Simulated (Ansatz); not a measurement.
# BSiH2 (quartet): wB97X-V, wB97M-V over a scan of the distance Si1–B2, 6-31G

How well do these functionals follow the top wave-function level for BSiH2 (quartet) over a scan of the distance Si1–B2?

Program: Ansatz 0.2.0, Gaussian basis. Level of theory: 6-31G, all electrons in the functionals. These are calculated values, not measurements.

To be run: wB97X-V, wB97M-V, at 1.531 Å; 1.745 Å; 1.915 Å; 2.095 Å; 2.361 Å; 2.698 Å; 3.018 Å; 3.536 Å; 4.212 Å; 5.088 Å; 6.607 Å.

1 further run of the same task is left out (it didn't finish).

**1. The geometry**

The geometry derives from a PBE0/def2-TZVP stationary point (not a proven minimum). One bond is set to the value named and the two fragments are kept rigid.

4 atoms, charge 0, spin multiplicity 4.

Atoms are counted from 1 here; the program's logs count them from 0.

Bond lengths: Si1–B2 1.915 Å, Si1–H3 1.512 Å, B2–H4 1.193 Å. Angles: B2–Si1–H3 126.7°, Si1–B2–H4 134.2°.

As a file:

```csv
atom,x (Å),y (Å),z (Å)
Si1,0.0000,-0.0471,0.5518
B2,0.0000,-0.0605,-1.3633
H3,0.0000,1.1711,1.4474
H4,0.0000,0.7893,-2.2001
```

No dispersion term is added; wB97X-V, wB97M-V hold VV10 nonlocal correlation.

The geometry shown and the zero of energy belong to the point 1.915 Å. The yardstick, FCI, and other wave-function levels (R restricted, U unrestricted, valence and pair active spaces) come from earlier runs.

**2. wB97X-V, 1.531 Å**

The input, in.yaml:

```yaml
crystal:
  periodic: [false, false, false]
  atoms:
    - {symbol: Si, position_ang: [0.000000, -0.047839, 0.440823]}
    - {symbol: B, position_ang: [0.000000, -0.058594, -1.090139]}
    - {symbol: H, position_ang: [0.000000, 1.170293, 1.336377]}
    - {symbol: H, position_ang: [0.000000, 0.791185, -1.926941]}
basis:
  gaussian: {orbitals: 6-31G}
magnetization: {spin_polarized: true, initial_magnetization: 3}
hamiltonian: {xc: {name: wB97X-V}}
```

Command:

```bash
$ ansatz run in.yaml --threads 1 --pin off --events-out ev --progress --plain --max-ram 4096MiB --backend cpu
```

Further steps of the session: wB97X-V, 1.745 Å; wB97X-V, 1.915 Å; wB97X-V, 2.095 Å; wB97X-V, 2.361 Å; wB97X-V, 2.698 Å; wB97X-V, 3.018 Å; wB97X-V, 3.536 Å; wB97X-V, 4.212 Å; wB97X-V, 5.088 Å; wB97X-V, 6.607 Å; wB97M-V, 1.531 Å; wB97M-V, 1.745 Å; wB97M-V, 1.915 Å; wB97M-V, 2.095 Å; wB97M-V, 2.361 Å; wB97M-V, 2.698 Å; wB97M-V, 3.018 Å; wB97M-V, 3.536 Å; wB97M-V, 4.212 Å; wB97M-V, 5.088 Å; wB97M-V, 6.607 Å.

Q: Predict the results of all the runs planned. Wanted: span of the FCI curve; largest miss, wB97X-V; largest miss, wB97M-V.

As calculated:

| quantity | value |
| --- | --- |
| span of the FCI curve | 292.2 kJ/mol |
| largest miss, wB97X-V | +47.0 kJ/mol (3.018 Å) |
| largest miss, wB97M-V | +49.6 kJ/mol (3.018 Å) |

What this shows: Of the functionals, wB97X-V keep the smallest largest miss at the points compared (at most 47.0 kJ/mol) and wB97M-V strays most (49.6 kJ/mol, at 3.018 Å). Functionals and the yardstick converge differently with the basis, so part of each miss in 6-31G is the basis.
